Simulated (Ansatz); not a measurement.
System: α-quartz (SiO2). Method: PBEsol-D3(BJ) (PAW; Ansatz, an electronic-structure program).

Total energies, extrapolated to zero smearing (they compare only within this program, potentials and cutoff; free atoms with spin allowed, lowest state found):

```json
[
 {"system": "α-quartz (SiO2), relaxed", "energy (eV/atom)": "-582.3216"},
 {"system": "free Si atom", "energy (eV/atom)": "-616.5547"},
 {"system": "free O atom", "energy (eV/atom)": "-554.8994"}
]
```

**Question.** Work out the cohesive energy per atom.

**Answer.** E_coh = [1 × (-616.5547) + 2 × (-554.8994)]/3 − (-582.3216) = 6.87 eV/atom. The reference value is 6.45 ± 0.03 eV/atom (worked out here from tabulated enthalpies at 298 K, copied from a table, unchecked, brought to a static lattice with a Debye model, atoms in their spin–orbit ground levels; inputs from the CRC Handbook), a difference of +0.42 eV/atom.

The PAW data were made under PBE.
